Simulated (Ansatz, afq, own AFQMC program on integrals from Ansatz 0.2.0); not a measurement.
AFQMC on a folder of integrals that Ansatz 0.2.0 wrote.

```yaml
crystal:
  periodic: [false, false, false]
  atoms:
    - {symbol: Al, position_ang: [0.000000, 0.000000, 0.000000]}
    - {symbol: N, position_ang: [0.000000, 0.000000, 2.701000]}
basis:
  gaussian: {orbitals: 6-31G}
magnetization: {spin_polarized: false}
correlation: {method: ccsd_t, electrons: outside_noble_gas, hamiltonian_folder: ham}
```

```sh
$ ansatz run in.yaml --threads 1 --pin off --events-out ev --progress --plain --max-ram 16896MiB --backend cuda --devices 0, --max-vram 18GiB
```

Options of the walk:

```
--method phaseless --trial mp1 --walkers 10 --populations 1 --least-time 40 --time-step 0.005 --steps-per-block 25 --equilibration-blocks 24 --max-blocks 480 --target-error 0.00136 --factor-cut 1e-05 --seed 3671 --taylor-order 4
```

Times are imaginary, in 1/Eh. The walk had a cap of 60 s.

Output of the walk:

```
orbitals 16  electrons 4 4  factors 84 of 270
reference energy -296.10338892 Eh
CCSD correlation -0.13987550 Eh in 28 cycles, weight of the determinant in the CISD state 0.8037
energy of the start -296.210185 Eh
 block  time / (1/Eh)  mean weight  energy / Eh
     1     0.125  1.0013  -296.213279
     2     0.250  1.0024  -296.216302
     3     0.375  1.0015  -296.217862
     4     0.500  0.9998  -296.221344
     5     0.625  0.9987  -296.222825
    10     1.250  0.9984  -296.234952
    61     7.625  0.9974  -296.257749
   121    15.125  1.0017  -296.230231
   181    22.625  0.9995  -296.242234
   241    30.125  1.0047  -296.259550
   277    34.625  1.0016  -296.429027
   301    37.625  0.9974  -296.263154
   361    45.125  1.0027  -296.209677
   421    52.625  0.9886  -296.236026
   481    60.125  0.9972  -296.285187
   493    61.625  1.0137  -296.262741
blocks merged  error / Eh  count
     1  0.001850  480
     2  0.002417  240
     4  0.003165  120
     8  0.004055  60
    16  0.005330  30
    32  0.006614  15
energy -296.257170 +/- 0.005330 Eh
(rows thinned)
```

The run failed at least one of its tests; the cautions name the faults. The second half of the sampling lies below the first by 2.1 errors of their difference, so the energy may still be moving and its error bar be too small.

Against this walk (error 145.0 meV) on the same determinant: CCSD(T) 176.9 meV higher (within the noise), CCSDT(Q) 56.5 meV lower (within the noise), CCSDTQ 42.0 meV lower (within the noise), full CI 46.3 meV lower (within the noise), a separate phaseless walk with a CISD trial and standard settings 149.8 ± 145.3 meV higher (within the noise). The error is statistical and leaves out the bias of the constraint. The determinant is a poor start (see the cautions), so the low cluster orders aren't to be relied on, and full CI is the sure value.

Cautions: constraint bias not in the error; error not settled; error above the target (145.0 against 37.0 meV); another spin lies lower; restricted determinant unstable towards unrestricted (UHF 1.90 eV lower, ⟨S²⟩ 1.48); strong correlation (T1 0.043, weight of the determinant 0.80, largest double 0.26); CCSD(T) is in doubt: in a space of 8 electrons in 8 natural orbitals full CI lies 96 meV below it; the CCSDT(Q) amplitudes may be one of several solutions (largest double 0.67); the CCSDTQ amplitudes may be one of several solutions (largest double 0.78); the determinant fills πx and πy unequally, so it mixes two states of the linear molecule, and each level undoes that mixture to a different degree, while full CI gives the lower state; CCSDTQ on the UHF determinant differs (1.89 eV lower), perhaps since the unrestricted series falls towards higher spin; so few walkers bias the energy.

The walk took 34 s on 1 × NVIDIA H100 80GB HBM3 with 2 threads of AMD EPYC 7R13 Processor (Zen 3) (shared host) (the card was shared). The log's last line is the phaseless energy.

CCSDT and higher add their correlation energy to the determinant of the CCSD(T) run, since their own runs factorise the integrals more tightly (a shift of under 2 meV).
